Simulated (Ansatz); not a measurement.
System: zinc-blende MgS (metastable phase). Method: Hartree–Fock (plane waves, PAW; Ansatz, an electronic-structure program).

Run with plane-wave cutoff 460 eV, 8×8×8 k mesh, Fermi–Dirac smearing 0.01 eV, scalar-relativistic PAW data made under PBE.

Computed at the level's own relaxed cell.

```
MgS
1.0
    0.00000    -2.86737     2.86737
    2.86737    -2.86737     0.00000
    2.86737     0.00000     2.86737
Mg S
1 1
Direct
  0.00000   0.00000   0.00000
  0.25000   0.25000   0.25000
```

Q: List the 5 lowest band energies at Γ above −25 eV (eV, relative to the valence band maximum), grouping those that round alike.

A: At Γ: -15.71, 0.00 (×3), 10.75.

Note: the run warned that its exchange threshold was loose for the stress; the volume lies 6 % above that of the published cell.
